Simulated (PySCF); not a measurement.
**NO2: structure of the doublet**

Aim: relax NO2 as a doublet from a bent start, check by its vibrations whether the end is a minimum, and collect its spectrum and constants.

Program: PySCF 2.14.0. Level of theory: PBE, basis N def2-TZVP, O def2-TZVP, no relativity, density fitting. These are calculated values, not measurements.

## 1. The system as given

3 atoms, charge 0, spin multiplicity 2.

Bond lengths: N1–O2 1.170 Å, N1–O3 1.170 Å. Angles: O2–N1–O3 110.0°.

Z-matrix (Å, degrees; charge 0 multiplicity 2):
```
N
O  1 1.1700
O  1 1.1700 2 110.00
```

## 2. First SCF at the start

The steps below are one call of a driver around PySCF. For each, scf.py gives the equivalent set-up of the SCF; relaxations use the driver's own optimiser. After this first run the driver tries any further starts and a stability analysis.

Contents of scf.py:

```python
from pyscf import gto, scf, dft
mol = gto.M(atom='''
N      0.000000     0.000000     0.000000
O      0.958400     0.000000     0.671100
O     -0.958400     0.000000     0.671100''',
    basis={'N': 'def2-TZVP', 'O': 'def2-TZVP'},
    charge=0, spin=1)
mf = dft.UKS(mol, xc='PBE')
mf.grids.atom_grid = (50, 194)
aux = {'N': 'def2-universal-JKFIT', 'O': 'def2-universal-JKFIT'}
mf = mf.density_fit(auxbasis=aux)
mf.conv_tol = 1e-08
mf.diis_space = 10
mf.max_cycle = 60
mf.init_guess = 'minao'
mf.verbose = 4
mf.kernel()
```

Run with:

```console
$ OMP_NUM_THREADS=4 python axn.py task.json out
```

Standard output:

```text
init E= -205.668707727457
[... the frontier-level lines of each cycle are left out ...]
cycle= 1 E= -204.730875090825  delta_E= 0.938  |g|= 0.759  |ddm|= 1.31
cycle= 2 E= -203.710525468034  delta_E= 1.02  |g|= 1.88  |ddm|=  1.5
cycle= 3 E= -204.927141306162  delta_E= -1.22  |g|= 0.0811  |ddm|=  1.3
cycle= 4 E= -204.928806988552  delta_E= -0.00167  |g|= 0.0345  |ddm|= 0.0885
cycle= 5 E= -204.929247296127  delta_E= -0.00044  |g|= 0.00662  |ddm|= 0.032
cycle= 6 E= -204.929262237691  delta_E= -1.49e-05  |g|= 0.00216  |ddm|= 0.00642
cycle= 7 E= -204.929263903653  delta_E= -1.67e-06  |g|= 0.000437  |ddm|= 0.00176
cycle= 8 E= -204.929263979284  delta_E= -7.56e-08  |g|= 7.74e-05  |ddm|= 0.000352
cycle= 9 E= -204.929263981921  delta_E= -2.64e-09  |g|= 1.19e-05  |ddm|= 8.12e-05
Extra cycle  E= -204.92926398204  delta_E= -1.19e-10  |g|= 1.04e-05  |ddm|= 1.51e-05
converged SCF energy = -204.92926398204  <S^2> = 0.75183256  2S+1 = 2.0018317
```

This step, with its further starts and checks, needed 2.7 s of wall time on 4 threads of Intel Xeon Platinum 8259CL at 2.50GHz (Skylake/Cascade Lake), shared host.

No lower solution of this spin turned up in the test of internal stability.

## 3. Bent start, doublet: relaxation

The program finds C2v symmetry in the start, which this walk keeps. Threshold on the gradient: 0.0003 Eh/bohr, with a further test on the energy change.

scf.py: that of step 2 with these lines changed.

```diff
@@ -3,3 +3,3 @@
-N      0.000000     0.000000     0.000000
-O      0.958400     0.000000     0.671100
-O     -0.958400     0.000000     0.671100''',
+N      0.000000     0.000000    -0.466776
+O      0.958400     0.000000     0.204324
+O     -0.958400     0.000000     0.204324''',
@@ -15 +14,0 @@
-mf.init_guess = 'minao'
```

The optimiser's trace:

```csv
step,energy (Eh),change (kJ/mol),largest symmetric gradient (Eh/bohr)
0,-204.929264,0.00,0.16976
1,-204.975664,-121.82,0.05604
2,-204.981430,-136.96,0.01588
3,-204.981803,-137.94,0.00329
4,-204.981819,-137.98,0.00016
5,-204.981819,-137.98,0.00001
```

The walk took 6.3 s.

After 5 steps and 138.0 kJ/mol it ends at C2v: N–O 1.204 Å (×2); O–N–O 134.0°.

## 4. Is it a minimum? Harmonic modes

On the finer grid the gradient is checked again; gradients at displacements of ±0.02 bohr then give force constants and infrared intensities.

scf.py: that of step 3 with these lines changed.

```diff
@@ -3,3 +3,3 @@
-N      0.000000     0.000000    -0.466776
-O      0.958400     0.000000     0.204324
-O     -0.958400     0.000000     0.204324''',
+N     -0.000000     0.000000    -0.326991
+O      1.108354     0.000000     0.143135
+O     -1.108354     0.000000     0.143135''',
@@ -9 +9 @@
-mf.grids.atom_grid = (50, 194)
+mf.grids.atom_grid = (75, 302)
@@ -12 +12 @@
-mf.conv_tol = 1e-08
+mf.conv_tol = 1e-10
```

This SCF starts from the last density.

SCF at the final geometry:

```text
init E= -204.981805250885
[... the frontier-level lines of each cycle are left out ...]
cycle= 1 E= -204.981805250884  delta_E= 1.08e-12  |g|= 1.03e-06  |ddm|= 6.11e-07
Extra cycle  E= -204.981805250882  delta_E= 2.1e-12  |g|= 3e-06  |ddm|= 1.72e-06
converged SCF energy = -204.981805250882  <S^2> = 0.75170531  2S+1 = 2.0017046
```

The whole step took 18 s.

Geometry: C2v; N–O 1.204 Å (×2); O–N–O 134.0°.

Modes, for the most abundant isotopes:

| symmetry | ω (cm⁻¹) | IR (km/mol) |
| --- | --- | --- |
| a1 | 743 | 5.6 |
| a1 | 1336 | 0.1 |
| b2 | 1654 | 334 |

Every mode is real; the point is a minimum.

Properties at this point:

```yaml
Dipole_moment: 0.24 D
Highest_occupied_level: -6.47 eV
Lowest_empty_level: -5.03 eV
Rotational_constants: 7.831, 0.429, 0.4067 cm⁻¹
Zero-point_energy: 22.3 kJ/mol
Principal_polarisabilities: 9.6, 11.7, 27.2 bohr³
Atomisation_energy_without_zero-point_energy: 1130 kJ/mol
Principal_traceless_quadrupole_moments_about_the_centre_of_mass: -2.50, 0.65, 1.85 D Å
Entropy_at_298.15_K_and_1_bar_electronic_part_spin_only: 240.3 J/(mol K)
Heat_capacity_Cp_at_298.15_K: 37.1 J/(mol K)
Enthalpy_at_298.15_K_above_0_K: 10.20 kJ/mol
Rotational_symmetry_number: 2
Spin_squared_⟨S²⟩: 0.752
```

Populations by atom (charges in e):

```csv
atom,Mulliken,Löwdin,polar tensor,spin (Mulliken),Mayer order to N1
N1,0.29,-0.12,0.69,0.46,–
"O2,3",-0.14,0.06,-0.35,0.27,1.78
```

Mulliken populations on N1: s 3.49, p 3.05, d 0.16, f 0.01.

## 5. What came out

| quantity | value |
| --- | --- |
| minimum | doublet, C2v |
| geometry | N–O 1.204 Å (×2); O–N–O 134.0° |
| wavenumbers (cm⁻¹) | 743 (a1), 1336 (a1), 1654 (b2) |
| dipole moment | 0.24 D |
| highest occupied, lowest empty level (either spin) | -6.47, -5.03 eV |
| polar-tensor charge of N1 | +0.69 e |
| zero-point energy | 22.3 kJ/mol |
| entropy at 298.15 K | 240.3 J/(mol K) |
| atomisation energy (no zero-point energy) | 1130 kJ/mol |
| ⟨S²⟩ | 0.752 |

The molecule stays C2v, as typed, and the end point is a minimum. In the infrared the band at 1654 cm⁻¹ (b2) leads. Other starts or spin states, not run here, may lie lower.

The search up to here took 27 s.
